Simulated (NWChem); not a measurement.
**Dipole moment of FLi**

```xyz
2

Li     0.0000     0.0000    -1.1467
F      0.0000     0.0000     0.3822
```
Charge 0, spin multiplicity 1.

Program: NWChem. The geometry was optimised at B3LYP/def2-SVP, a minimum by its harmonic frequencies.

Basis set: aug-cc-pVDZ. The CCSD dipole comes from the Λ equations, without orbital relaxation.

The correlated methods keep 1 core orbital frozen. B3LYP has NWChem's definition, with VWN1-RPA local correlation. The structure started from a generated list of species. Coupled-cluster values serve here as a point of comparison, not as the truth.

### Question
For the dipole moment, PBE gives 5.99 D and LDA (SVWN5) gives 5.98 D. What do B3LYP, CCSD, HF give?

### Answer
B3LYP: 6.09 D; CCSD: 6.21 D; HF: 6.35 D.
